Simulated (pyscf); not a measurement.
Structures and frequencies: ωB97X-D3(BJ)/def2-SVP in PySCF.

Q: PBE/def2-TZVP puts the barrier of H₂B–P=SiH₂ + hydrogen (H₂) → H₂B–PH–SiH₃ (addition across a multiple bond or ene-type step; singlet surface; H–H broken, H–P, H–Si formed) at 66.7 kJ/mol and the reaction energy at -150.4 kJ/mol, from the separated reactants. What do r²SCAN/def2-TZVP, B3LYP-D3(BJ)/def2-TZVP, ωB97M-D3(BJ)/def2-TZVP give on the same structures?

A: r²SCAN: ΔE‡ = 70.6 kJ/mol, ΔE = -162.1 kJ/mol; B3LYP-D3(BJ): ΔE‡ = 91.3 kJ/mol, ΔE = -157.8 kJ/mol; ωB97M-D3(BJ): ΔE‡ = 86.6 kJ/mol, ΔE = -163.3 kJ/mol. PBE's barrier lies under all of them, by 4.0 to 24.6 kJ/mol. Its reaction energy lies over all of them, by 7.4 to 12.9 kJ/mol. At the saddle there is also a short H–Si contact that neither side keeps. One saddle was located; it need not be the lowest between these sides.
